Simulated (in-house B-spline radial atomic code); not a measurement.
Values are calculated unless marked as measured or tabulated.
F ion on P atom: potential, deflection and energy transfer

The pair potential comes from two frozen, spherical free-atom densities (PBE, B-spline radial code, scalar-relativistic past argon): electrostatics plus the change in Thomas-Fermi kinetic and Dirac exchange energy where they overlap, the recipe behind the universal ZBL potential, which averages such potentials (from solid-state densities) over many pairs. It is written V = (Z1 Z2 e²/r) φ(r/a), with e² = 14.3996 eV·Å and a = 0.46850 Å/(Z1^0.23 + Z2^0.23); ZBL's fit is φ = 0.18175 e^(−3.1998x) + 0.50986 e^(−0.94229x) + 0.28022 e^(−0.4029x) + 0.02817 e^(−0.20162x). Where φ falls below 4e-4 it is continued as an exponential.

Masses 19.0 and 30.97 u.

| x = r/a | φ, this pair | φ, ZBL |
| --- | --- | --- |
| 0.1 | 0.904 | 0.8928 |
| 0.25 | 0.7855 | 0.7647 |
| 0.5 | 0.6413 | 0.6096 |
| 1 | 0.4494 | 0.4164 |
| 1.5 | 0.3283 | 0.2995 |
| 2 | 0.2456 | 0.2218 |
| 3 | 0.1457 | 0.1292 |
| 4 | 0.09233 | 0.08026 |
| 5 | 0.05941 | 0.05224 |
| 6.5 | 0.03098 | 0.02914 |
| 8 | 0.01731 | 0.01705 |
| 10 | 0.009116 | 0.008778 |
| 12 | 0.005119 | 0.00474 |
| 14.5 | 0.002417 | 0.002328 |
| 17 | 0.001059 | 0.001212 |

Question: At x = 4 the electrostatic, kinetic and exchange parts are 34.61, 342.03 and -39.33 eV. Find r, V and φ.

Answer: a = 0.46850/(1.6576 + 1.8642) = 0.13303 Å, so r = 0.53211 Å. V = 34.61 + 342.03 + (-39.33) = 337.31 eV. The bare repulsion is 9 × 15 × 14.3996/0.53211 = 3653.3 eV, so φ = 0.0923, +15.0 % against ZBL's 0.0803. The kinetic (Pauli) term is 101 % of V here, as the other two terms together attract.

Question: The ion comes in at 2.358 keV with impact parameter 0.0665 Å. The scattering integral gives a centre-of-mass angle of 141.6° and a closest approach of 2.25 a. What are the reduced energy, the energy passed on and the laboratory angles?

Answer: ε = E a M2/(Z1 Z2 e² (M1 + M2)) = 2358 × 4.2412e-05 = 0.1. The most that one collision can pass on is γE with γ = 4 M1 M2/(M1 + M2)² = 0.9426. Here T = γE sin²(θ/2) = 0.9426 × 2358 × 0.8921 = 1983 eV. The ion turns by arctan(sin θ/(cos θ + M1/M2)) = 105.4° (second quadrant: it bounces back), and the struck atom leaves at (180° − θ)/2 = 19.2°. The closest approach is 0.299 Å. With ZBL the angle would be 139.86° and T = 1961 eV.
